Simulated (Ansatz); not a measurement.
One stationary structure of Fe. Space group Im-3m (No. 229), bcc (W type). All values below come from r2SCAN (plane waves to 500 eV, PAW, scalar-relativistic; Ansatz, a first-principles code).

```cif
data_Fe2
_chemical_formula_sum 'Fe2'
_space_group_name_H-M_alt 'Im-3m'
_space_group_IT_number 229
_space_group_name_Hall '-I 4 2 3'
_cell_length_a 2.86451
_cell_length_b 2.86451
_cell_length_c 2.86451
_cell_angle_alpha 90.000
_cell_angle_beta 90.000
_cell_angle_gamma 90.000
loop_
_atom_site_label
_atom_site_type_symbol
_atom_site_symmetry_multiplicity
_atom_site_Wyckoff_symbol
_atom_site_fract_x
_atom_site_fract_y
_atom_site_fract_z
_atom_site_occupancy
Fe1 Fe 2 a 0.00000 0.00000 0.00000 1
```
(The calculation used a cell of 1 atom; values per cell refer to that cell.)

Q: Predict the magnetic moment from r2SCAN.

A: Net 2.64 μB/atom, ferromagnetic.

Spin state reached: ferromagnetic (net 2.64 μB/atom), from parallel starting moments; other spin orders were not run from this start. r2SCAN tends to overstate moments in metals.

Measured for Fe: a 2.853 Å (static lattice; corrected from measurement; as listed in Daniel Mejia-Rodriguez, S. B. Trickey, Phys. Rev. B (2018)). Computed minus measured — a: r2SCAN +0.4 %. The computed values are for a static lattice.

The run could not lose the symmetry of its start; a randomly shaken copy of 2 atoms returns to this structure.
